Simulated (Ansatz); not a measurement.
**CH5AlO (SMILES [CH3][AlH][OH]): the energy to break a bond**

The species is CH5AlO (8 atoms), meant as a singlet with charge 0. As SMILES, `[CH3][AlH][OH]`. Geometry: optimised at PBE0/def2-SVP. This is one conformer, not always the lowest.

```csv
atom,x (Å),y (Å),z (Å)
C,-0.7776,0.9844,-0.0722
Al,0.5878,-0.3889,-0.2460
O,0.5480,-1.6858,0.8664
H,-0.3260,1.9696,0.1345
H,-1.4848,0.7581,0.7407
H,-1.3542,1.0964,-1.0060
H,1.7316,-0.3737,-1.3543
H,1.1673,-2.4172,0.8810
```

Wanted: the dissociation energy of the H5–C1 bond into doublet H and doublet CH4AlO (shapes relaxed at PBE0/def2-SVP, no zero-point term). 1 Eh = 2625.50 kJ/mol = 27.2114 eV. Totals in Eh; open shells run unrestricted unless said.

```
           level  program       CH5AlO  doublet H  doublet CH4AlO
   PBE/def2-TZVP   Ansatz  -358.597973  -0.499616     -357.934265
r2SCAN/def2-TZVP   Ansatz  -358.788556  -0.499927     -358.127858
 B3LYP/def2-TZVP   Ansatz  -358.911433  -0.502154     -358.244822
```

**Question.** Work out the dissociation energy at each level.

**Answer.** 
1. PBE/def2-TZVP: (-0.499616) + (-357.934265) − (-358.597973) = 0.164092 Eh = 430.8 kJ/mol = 4.47 eV.
2. r2SCAN/def2-TZVP: (-0.499927) + (-358.127858) − (-358.788556) = 0.160771 Eh = 422.1 kJ/mol = 4.37 eV.
3. B3LYP/def2-TZVP: (-0.502154) + (-358.244822) − (-358.911433) = 0.164457 Eh = 431.8 kJ/mol = 4.48 eV.

The levels span 422 to 432 kJ/mol; no measured value is set beside them. A bond enthalpy at 298 K also holds the loss of zero-point energy and thermal terms.
